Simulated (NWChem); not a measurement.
System: difluoromethane (CH$_{2}$F$_{2}$); SMILES FCF

All runs: NWChem. All runs use the structure optimised with PBE0/def2-SVP.

Task: What does the run give for CAM-B3LYP/def2-TZVPD? Quantities: highest occupied level (eV); orbital gap (eV); dipole (D).

Result: 
```json
{
  "highest occupied level (eV)": "-11.43",
  "orbital gap (eV)": "12.35",
  "dipole (D)": "1.91"
}
```
